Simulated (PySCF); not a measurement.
Run record: excited-state job, 1-chloro-1,1-difluoroethane, `CC(F)(F)Cl`.

Computed with TDDFT CAM-B3LYP/def2-SVPD, vertical, gas phase, core orbitals frozen in the response (PySCF 2.14.0, density-fitted response routines). Geometry: GFN2-xTB. The command runs a driver script over a list of jobs; the input below is this job's line of settings and its coordinates in Å.

Command:
```bash
OMP_NUM_THREADS=1 python probes_run.py task.json out
```

Input:
```
{"job": {"kind": "uv", "xc": "CAM-B3LYP", "basis": "def2-SVPD", "nstates": 8, "ntriplets": 3}, "charge": 0, "multiplicity": 1}
C     -0.804307    -0.193710    -0.021614
C      0.647382     0.201750     0.080106
F      1.199607    -0.229451     1.230175
F      0.798119     1.539961     0.086485
Cl     1.619011    -0.453948    -1.275720
H     -0.887176    -1.276440    -0.003011
H     -1.221186     0.193351    -0.946754
H     -1.342394     0.227899     0.825768
```

Output:
```
coarse grid: 7832 points
cycle   1  E = -737.2876525916  dE =  6.556e-01  |g| = 8.117e-01  |ddm| = 3.295e+00
cycle   2  E = -737.2185163435  dE =  6.914e-02  |g| = 1.084e+00  |ddm| = 1.854e+00
cycle   3  E = -737.4223747009  dE = -2.039e-01  |g| = 4.855e-02  |ddm| = 1.030e+00
cycle   4  E = -737.4227498269  dE = -3.751e-04  |g| = 2.803e-02  |ddm| = 1.072e-01
cycle   5  E = -737.4229085635  dE = -1.587e-04  |g| = 4.978e-03  |ddm| = 3.278e-02
cycle   6  E = -737.4229148669  dE = -6.303e-06  |g| = 1.495e-03  |ddm| = 9.879e-03
final grid: 73488 points
cycle   7  E = -737.5074375979  dE = -1.828e-05  |g| = 3.574e-03  |ddm| = 3.366e-02
cycle   8  E = -737.5074370440  dE =  5.539e-07  |g| = 4.173e-03  |ddm| = 5.962e-03
cycle   9  E = -737.5074397068  dE = -2.663e-06  |g| = 2.740e-04  |ddm| = 2.736e-03
cycle  10  E = -737.5074397218  dE = -1.507e-08  |g| = 1.066e-04  |ddm| = 5.182e-04
cycle  11  E = -737.5074397246  dE = -2.787e-09  |g| = 2.233e-05  |ddm| = 1.845e-04
cycle  12  E = -737.5074397248  dE = -1.392e-10  |g| = 6.461e-06  |ddm| = 4.218e-05
converged SCF energy = -737.5074397248

Static polarisability (au): isotropic 42.136, principal 37.890 39.581 48.938

Singlet excitations
state   eV       nm        f      main configurations
  1   7.6389    162.3   0.00411   H->L 0.84, H->L+1 0.09
  2   7.6968    161.1   0.00022   H-1->L 0.84, H-1->L+1 0.09
  3   9.1815    135.0   0.07112   H->L+1 0.69, H->L+2 0.12, H->L 0.11
  4   9.2523    134.0   0.05454   H-1->L+1 0.67, H-1->L+2 0.14, H-1->L 0.10
  5   9.6386    128.6   0.17742   H-2->L 0.71, H-2->L+1 0.11
  6  10.2445    121.0   0.03342   H->L+2 0.52, H->L+1 0.15, H->L+5 0.09
  7  10.2783    120.6   0.00067   H->L+4 0.65, H->L+6 0.20
  8  10.3437    119.9   0.02090   H-1->L+2 0.54, H-1->L+5 0.18, H-1->L+1 0.14

Triplet excitations (Tamm-Dancoff, eV): 6.8373 6.8903 8.2824
```

The SCF starts on a coarse grid where the log names one; the energy can jump when the final grid takes over, and dE then counts from the start density on the new grid. H and L stand for HOMO and LUMO; the number after each pair is its weight.

Q: How does the lowest singlet excitation compare with the HOMO–LUMO gap?

A: HOMO -10.87 eV and LUMO 1.05 eV give a gap of 11.92 eV; S1 at 7.64 eV lies 4.28 eV below it.

Summary of the converged run: HOMO -10.87 eV, LUMO 1.05 eV; lowest singlet 7.64 eV; lowest triplet 6.84 eV (Tamm–Dancoff); mean polarisability 42.1 au.

Hardware: one thread, Arm Neoverse V1 (aarch64), on a shared host. Cost: 15 s (grids of density and orbitals included), 0.55 GiB resident at most.
Labels such as C1 count atoms from 1, the log's own numbers from 0.
